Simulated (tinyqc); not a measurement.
Inside a calculation. Method: LCCD on RHF in the sto-6g basis, frozen core, for HF, spin multiplicity 1. Computed by tinyqc, a small Python program that keeps every step (integrals from PySCF). Settings: charge = 0, multiplicity = 1, basis = sto-6g, method = RHF, frozen orbitals = 1, energy threshold = 1e-10, iteration cap = 82, orthogonalisation = symmetric, start = atomic densities, DIIS depth = 6, amplitude equations = LCCD, DIIS depth for amplitudes = 0, cap on updates = 77. Command: `OMP_NUM_THREADS=1 python tinyqc.py 30368 30369 out.jsonl` (the two numbers bound the seeds that draw the settings). One thread of a shared host (Intel(R) Xeon(R) Processor @ 2.60GHz), about 0.1 s of CPU time with the checks. The early iterations of the SCF are left out here.

## One-electron integrals

Geometry (angstrom):
```
atom         x         y         z
F     0.000000  0.000000  0.000000
H     0.000000  0.000000  0.893000
```

Basis sto-6g: exponents (1/bohr^2) and contraction coefficients of normalised primitives:
```
element  l (shell)     exponent  coefficient
F            s (1)  1728.626574     0.009164
F            s (1)   316.941790     0.049361
F            s (1)    88.668891     0.168538
F            s (1)    30.460157     0.370563
F            s (1)    11.828570     0.416492
F            s (1)     4.871659     0.130334
F            s (2)    67.032281    -0.013253
F            s (2)    13.267438    -0.046992
F            s (2)     4.123510    -0.033785
F            s (2)     1.586463     0.250242
F            s (2)     0.689002     0.595117
F            s (2)     0.315820     0.240706
F            p (3)    67.032281     0.003760
F            p (3)    13.267438     0.037679
F            p (3)     4.123510     0.173897
F            p (3)     1.586463     0.418036
F            p (3)     0.689002     0.425860
F            p (3)     0.315820     0.101708
H            s (1)    35.523221     0.009164
H            s (1)     6.513144     0.049361
H            s (1)     1.822143     0.168538
H            s (1)     0.625955     0.370563
H            s (1)     0.243077     0.416492
H            s (1)     0.100112     0.130334
```

Overlap, kinetic and nuclear-attraction integrals over the contracted functions; the nuclear repulsion is the sum of Za Zb / Rab.

nuclear repulsion = 5.33325297 hartree

overlap S, order 1F 1s, 1F 2s, 1F 2px, 1F 2py, 1F 2pz, 2H 1s:
```
[[1.000000, 0.232479, 0.000000, 0.000000, 0.000000, 0.053509],
 [0.232479, 1.000000, 0.000000, 0.000000, 0.000000, 0.467899],
 [0.000000, 0.000000, 1.000000, 0.000000, 0.000000, 0.000000],
 [0.000000, 0.000000, 0.000000, 1.000000, 0.000000, 0.000000],
 [0.000000, 0.000000, 0.000000, 0.000000, 1.000000, 0.356354],
 [0.053509, 0.467899, 0.000000, 0.000000, 0.356354, 1.000000]]
```

kinetic energy T (hartree), order 1F 1s, 1F 2s, 1F 2px, 1F 2py, 1F 2pz, 2H 1s:
```
[[37.397730, -1.143349, 0.000000, 0.000000, 0.000000, 0.000046],
 [-1.143349, 1.082297, 0.000000, 0.000000, 0.000000, 0.140900],
 [0.000000, 0.000000, 3.251325, 0.000000, 0.000000, 0.000000],
 [0.000000, 0.000000, 0.000000, 3.251325, 0.000000, 0.000000],
 [0.000000, 0.000000, 0.000000, 0.000000, 3.251325, 0.290593],
 [0.000046, 0.140900, 0.000000, 0.000000, 0.290593, 0.768522]]
```

nuclear attraction V (hartree), order 1F 1s, 1F 2s, 1F 2px, 1F 2py, 1F 2pz, 2H 1s:
```
[[-78.415035, -8.003473, 0.000000, 0.000000, -0.016793, -2.119255],
 [-8.003473, -12.062325, 0.000000, 0.000000, -0.188601, -4.406834],
 [0.000000, 0.000000, -12.020042, 0.000000, 0.000000, 0.000000],
 [0.000000, 0.000000, 0.000000, -12.020042, 0.000000, 0.000000],
 [-0.016793, -0.188601, 0.000000, 0.000000, -12.145347, -3.012757],
 [-2.119255, -4.406834, 0.000000, 0.000000, -3.012757, -6.321791]]
```

core Hamiltonian H = T + V (hartree), order 1F 1s, 1F 2s, 1F 2px, 1F 2py, 1F 2pz, 2H 1s:
```
[[-41.017306, -9.146822, 0.000000, 0.000000, -0.016793, -2.119209],
 [-9.146822, -10.980028, 0.000000, 0.000000, -0.188601, -4.265934],
 [0.000000, 0.000000, -8.768717, 0.000000, 0.000000, 0.000000],
 [0.000000, 0.000000, 0.000000, -8.768717, 0.000000, 0.000000],
 [-0.016793, -0.188601, 0.000000, 0.000000, -8.894022, -2.722164],
 [-2.119209, -4.265934, 0.000000, 0.000000, -2.722164, -5.553269]]
```

## Two-electron integrals

Functions are numbered as in S; the eight-fold symmetry (ij|kl) = (ji|kl) = (kl|ij) leaves the list below.

Two-electron integrals (ij|kl) in chemists' order, unique and non-zero (hartree):
```
(11|11) 5.406240   (21|11) 0.768129   (21|21) 0.138909   (22|11) 1.266271
(22|21) 0.283987   (22|22) 0.926367   (31|31) 0.029452   (32|31) 0.044681
(32|32) 0.204753   (33|11) 1.266273   (33|21) 0.283987   (33|22) 0.926366
(33|33) 0.998085   (41|41) 0.029452   (42|41) 0.044681   (42|42) 0.204753
(43|43) 0.053789   (44|11) 1.266273   (44|21) 0.283987   (44|22) 0.926366
(44|33) 0.890506   (44|44) 0.998085   (51|51) 0.029452   (52|51) 0.044681
(52|52) 0.204753   (53|53) 0.053789   (54|54) 0.053789   (55|11) 1.266273
(55|21) 0.283987   (55|22) 0.926366   (55|33) 0.890506   (55|44) 0.890506
(55|55) 0.998085   (61|11) 0.188881   (61|21) 0.032721   (61|22) 0.065364
(61|33) 0.065249   (61|44) 0.065249   (61|51) 0.001413   (61|52) 0.002751
(61|55) 0.065593   (61|61) 0.007837   (62|11) 0.442340   (62|21) 0.100524
(62|22) 0.361516   (62|33) 0.356594   (62|44) 0.356594   (62|51) 0.007207
(62|52) 0.052439   (62|55) 0.371361   (62|61) 0.023640   (62|62) 0.168684
(63|31) 0.011614   (63|32) 0.064919   (63|53) 0.011140   (63|63) 0.025844
(64|41) 0.011614   (64|42) 0.064919   (64|54) 0.011140   (64|64) 0.025844
(65|11) 0.283852   (65|21) 0.065465   (65|22) 0.251704   (65|33) 0.240685
(65|44) 0.240685   (65|51) 0.015859   (65|52) 0.100459   (65|55) 0.273741
(65|61) 0.016135   (65|62) 0.144129   (65|65) 0.148542   (66|11) 0.563903
(66|21) 0.130530   (66|22) 0.536076   (66|33) 0.517315   (66|44) 0.517315
(66|51) 0.012893   (66|52) 0.127242   (66|55) 0.573596   (66|61) 0.030994
(66|62) 0.308971   (66|65) 0.306647   (66|66) 0.774999
```

## Orthogonalisation

S = U s U^T; symmetric (Loewdin) form X = U s^(-1/2) U^T, so that X^T S X = 1.

eigenvalues of S: [0.396067, 0.849457, 1.000000, 1.000000, 1.118743, 1.635734]

X, order 1F 1s, 1F 2s, 1F 2px, 1F 2py, 1F 2pz, 2H 1s:
```
[[1.022175, -0.130430, 0.000000, 0.000000, -0.007506, 0.021654],
 [-0.130430, 1.137045, 0.000000, 0.000000, 0.086627, -0.309729],
 [0.000000, 0.000000, 1.000000, 0.000000, 0.000000, 0.000000],
 [0.000000, 0.000000, 0.000000, 1.000000, 0.000000, 0.000000],
 [-0.007506, 0.086627, 0.000000, 0.000000, 1.064730, -0.232162],
 [0.021654, -0.309729, 0.000000, 0.000000, -0.232162, 1.177347]]
```

## Iteration 7 (converged): orbitals

converged F (hartree), order 1F 1s, 1F 2s, 1F 2px, 1F 2py, 1F 2pz, 2H 1s:
```
[[-26.231680, -6.369629, 0.000000, 0.000000, -0.024895, -1.476269],
 [-6.369629, -2.923449, 0.000000, 0.000000, -0.111429, -1.187064],
 [0.000000, 0.000000, -0.474510, 0.000000, 0.000000, 0.000000],
 [0.000000, 0.000000, 0.000000, -0.474510, 0.000000, 0.000000],
 [-0.024895, -0.111429, 0.000000, 0.000000, -0.393626, -0.594075],
 [-1.476269, -1.187064, 0.000000, 0.000000, -0.594075, -0.639263]]
```

Diagonalise F' = X^T F X, C = X C', fill 5 alpha and 5 beta electrons from the bottom; D = 2 C_occ C_occ^T. Each column has its largest component positive (the first on a tie).

F' = X^T F X (hartree):
```
[[-25.817885, -3.184303, 0.000000, 0.000000, -0.043496, -0.257646],
 [-3.184303, -1.673563, 0.000000, 0.000000, 0.103090, -0.607565],
 [0.000000, 0.000000, -0.474510, 0.000000, 0.000000, 0.000000],
 [0.000000, 0.000000, 0.000000, -0.474510, 0.000000, 0.000000],
 [-0.043496, 0.103090, 0.000000, 0.000000, -0.179680, -0.596337],
 [-0.257646, -0.607565, 0.000000, 0.000000, -0.596337, -0.015178]]
```

orbital energies (hartree): [-26.235091, -1.493022, -0.600958, -0.474510, -0.474510, 0.642765]

coefficients C, order 1F 1s, 1F 2s, 1F 2px, 1F 2py, 1F 2pz, 2H 1s:
```
[[0.997025, -0.236025, 0.078284, 0.000000, 0.000000, 0.080519],
 [0.013365, 0.933172, -0.443454, 0.000000, 0.000000, -0.587947],
 [0.000000, 0.000000, 0.000000, 0.270209, 0.962802, 0.000000],
 [0.000000, 0.000000, 0.000000, 0.962802, -0.270209, 0.000000],
 [0.002289, 0.097982, 0.708234, 0.000000, 0.000000, -0.826988],
 [-0.003750, 0.155001, 0.511434, 0.000000, 0.000000, 1.118410]]
```

D after iteration 7, order 1F 1s, 1F 2s, 1F 2px, 1F 2py, 1F 2pz, 2H 1s:
```
[[2.111792, -0.483285, 0.000000, 0.000000, 0.069198, -0.000570],
 [-0.483285, 2.135280, 0.000000, 0.000000, -0.445209, -0.164411],
 [0.000000, 0.000000, 2.000000, 0.000000, 0.000000, 0.000000],
 [0.000000, 0.000000, 0.000000, 2.000000, 0.000000, 0.000000],
 [0.069198, -0.445209, 0.000000, 0.000000, 1.022401, 0.754787],
 [-0.000570, -0.164411, 0.000000, 0.000000, 0.754787, 0.571208]]
```

Within a degenerate level the vectors are fixed only up to a rotation; this is one choice.

## Convergence

Stop when the energy changes by less than 1e-10 hartree and every element of the error matrix X^T (F D S - S D F) X is below 3e-06.

Course of the cycle:
```
iteration    E (hartree)     change  largest element of the error matrix
1          -100.42675424          -                             1.41e+00
2           -99.46836573   9.58e-01                             2.26e-01
3           -99.49563047  -2.73e-02                             3.13e-02
4           -99.49640295  -7.72e-04                             3.65e-03
5           -99.49641061  -7.66e-06                             8.86e-05
6           -99.49641062  -3.54e-09                             2.19e-06
7           -99.49641062  -2.32e-12                             1.51e-08
```

PySCF RHF in the same basis = -99.49641062 hartree

Converged in 7 iterations.

## Integrals over molecular orbitals

(pq|rs) = sum C_ip C_jq C_kr C_ls (ij|kl), one index at a time.

one-electron integrals over orbitals h = C^T H C (hartree):
```
[[-41.003265, 0.709752, -0.231243, 0.000000, 0.000000, -0.249299],
 [0.709752, -9.231499, 0.557004, 0.000000, 0.000000, 1.278321],
 [-0.231243, 0.557004, -7.779374, 0.000000, 0.000000, 1.789373],
 [0.000000, 0.000000, 0.000000, -8.768717, 0.000000, 0.000000],
 [0.000000, 0.000000, 0.000000, 0.000000, -8.768717, 0.000000],
 [-0.249299, 1.278321, 1.789373, 0.000000, 0.000000, -6.141513]]
```

Two-electron integrals over orbitals (pq|rs), unique and non-zero (hartree); the lowest 1 orbital is frozen and left out:
```
(22|22) 0.861580    (32|22) -0.011434   (32|32) 0.158573    (33|22) 0.765957
(33|32) -0.055901   (33|33) 0.789319    (42|42) 0.179665    (43|42) -0.044512
(43|43) 0.050636    (44|22) 0.878804    (44|32) -0.076396   (44|33) 0.770034
(44|44) 0.998085    (52|52) 0.179665    (53|52) -0.044512   (53|53) 0.050636
(54|54) 0.053789    (55|22) 0.878804    (55|32) -0.076396   (55|33) 0.770034
(55|44) 0.890506    (55|55) 0.998085    (62|22) -0.136972   (62|32) -0.040096
(62|33) -0.044744   (62|44) -0.135270   (62|55) -0.135270   (62|62) 0.099114
(63|22) -0.153543   (63|32) 0.093005    (63|33) -0.128788   (63|44) -0.186207
(63|55) -0.186207   (63|62) 0.059528    (63|63) 0.165701    (64|42) -0.044509
(64|43) -0.012915   (64|64) 0.031962    (65|52) -0.044509   (65|53) -0.012915
(65|65) 0.031962    (66|22) 0.690756    (66|32) 0.075065    (66|33) 0.671411
(66|44) 0.655212    (66|55) 0.655212    (66|62) -0.069456   (66|63) -0.010620
(66|66) 0.720849
```

## LCCD: starting amplitudes

t_ij^ab = <ij||ab> / (e_i + e_j - e_a - e_b), whose energy is MP2.

Starting amplitudes (spin orbitals 1a, 1b, ...; amplitudes related by a flip of all spins are not repeated):
```
from      to          t
3a 3b  6a 6b  -0.066615
2a 2b  6a 6b  -0.023203
2a 3b  6a 6b  -0.017614
5a 5b  6a 6b  -0.014303
4a 4b  6a 6b  -0.014303
```

correlation energy = -0.01634935 hartree

## LCCD: amplitude update 1

t_ij^ab D_ij^ab are set to the remaining terms of the spin-orbital equations, evaluated with the old amplitudes; for the doubles these are <ij||ab> + 1/2 <ab||ef> t_ij^ef + 1/2 <mn||ij> t_mn^ab + P(ij)P(ab) <mb||ej> t_im^ae, D the orbital-energy denominators (linear CCD).

Amplitudes after update 1 (spin orbitals 1a, 1b, ...; amplitudes related by a flip of all spins are not repeated):
```
from      to          t
3a 3b  6a 6b  -0.089233
2a 3b  6a 6b  -0.025823
2a 2b  6a 6b  -0.025705
5a 5b  6a 6b  -0.016650
4a 4b  6a 6b  -0.016650
```

correlation energy = -0.02147237 hartree

## LCCD: convergence

E_corr = 1/4 sum <ij||ab> t_ij^ab; stop when the norm of the change is below 1e-8.

Course of the amplitude iterations:
```
update  correlation energy (hartree)  norm of the change
0                        -0.01634935                   -
1                        -0.02147237            5.15e-02
2                        -0.02325164            1.90e-02
3                        -0.02389907            7.15e-03
4                        -0.02413967            2.72e-03
5                        -0.02423002            1.04e-03
6                        -0.02426414            3.95e-04
7                        -0.02427708            1.51e-04
8                        -0.02428199            5.76e-05
9                        -0.02428386            2.20e-05
10                       -0.02428457            8.39e-06
11                       -0.02428484            3.20e-06
12                       -0.02428494            1.22e-06
13                       -0.02428498            4.67e-07
14                       -0.02428500            1.78e-07
15                       -0.02428500            6.80e-08
16                       -0.02428501            2.60e-08
17                       -0.02428501            9.91e-09
```

Converged amplitudes (spin orbitals 1a, 1b, ...; amplitudes related by a flip of all spins are not repeated):
```
from      to          t
3a 3b  6a 6b  -0.102807
2a 3b  6a 6b  -0.030675
2a 2b  6a 6b  -0.025200
5a 5b  6a 6b  -0.017209
4a 4b  6a 6b  -0.017209
```

LCCD total energy = -99.52069563 hartree

Converged in 17 updates.
